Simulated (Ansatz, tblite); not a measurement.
Removing and adding an electron: Si(OH)H3 (SiOH4). Total charge 0; singlet. Geometry: r2SCAN-D4/def2-TZVP. Ansatz, gas phase; energy differences of separate SCF runs; the oxidised species was run as a doublet alone; the reduced species was run as a doublet alone.

Cartesian coordinates in Å:
```
Si 0.0298 -0.1140 -0.3773
O -0.3698 0.7788 0.9508
H -0.0868 0.4521 1.8084
H -0.5561 -1.4806 -0.3207
H 1.5037 -0.2561 -0.5236
H -0.5209 0.6197 -1.5375
```

The xTB rows come from tblite. Correlated methods freeze 6 core orbitals. In CCSD on the charge 1 doublet the largest single amplitude is 0.42, so its Hartree–Fock determinant may place the open shell otherwise than the density functionals do.

```csv
level,−HOMO (eV),vertical IE (eV),−LUMO (eV),vertical EA (eV),HOMO–LUMO gap (eV),IE − EA (eV),remarks
GFN1-xTB,12.33,15.55,5.05,–,7.28,–,–
PBE-D4/def2-TZVP,7.21,10.92,0.84,–,6.37,–,–
PBE-D4/def2-TZVPD,7.27,–,1.11,-0.75,6.17,–,HOMO above zero (-1 doublet)
PBE0-D4/def2-TZVP,8.73,11.25,-0.04,–,8.77,–,–
PBE0-D4/def2-TZVPD,8.77,–,0.33,-0.88,8.45,–,HOMO above zero (-1 doublet)
CCSD/def2-TZVPD,–,–,–,-1.13,–,–,HOMO above zero (-1 doublet)
CCSD(T)/def2-TZVPD,–,–,–,-1.08,–,–,HOMO above zero (-1 doublet)
```

**Question.** Estimate the rows for GFN2-xTB, HF/def2-TZVPD, r2SCAN-D4/def2-TZVP, r2SCAN-D4/def2-TZVPD, MP2/def2-TZVPD, CCSD/def2-TZVPP, CCSD(T)/def2-TZVPP.

**Answer.** 
```tsv
level	−HOMO (eV)	vertical IE (eV)	−LUMO (eV)	vertical EA (eV)	HOMO–LUMO gap (eV)	IE − EA (eV)	remarks
GFN2-xTB	11.26	14.60	4.49	0.64	6.77	13.96	–
HF/def2-TZVPD	–	–	–	-1.49	–	–	HOMO above zero (-1 doublet)
r2SCAN-D4/def2-TZVP	7.58	11.07	0.29	–	7.29	–	–
r2SCAN-D4/def2-TZVPD	7.62	–	0.52	-0.90	7.10	–	HOMO above zero (-1 doublet)
MP2/def2-TZVPD	–	–	–	-1.17	–	–	HOMO above zero (-1 doublet)
CCSD/def2-TZVPP	–	11.66	–	–	–	–	large T1 (0.086) (+1 doublet)
CCSD(T)/def2-TZVPP	–	11.65	–	–	–	–	large T1 (0.086) (+1 doublet)
```

Run but left out: HF/def2-TZVPP, MP2/def2-TZVPP (charge +1 doublet: a determinant that CCSD turns far, T1 0.086).   A HOMO above zero means that the electron is unbound at that level or that self-interaction error raises the level; the energy of removing that electron tells which. Raw xTB energy differences between charge states are shifted by several eV; the methods need an empirical correction for them. A negative affinity means that the extra electron isn't bound; its size then hangs on the basis.
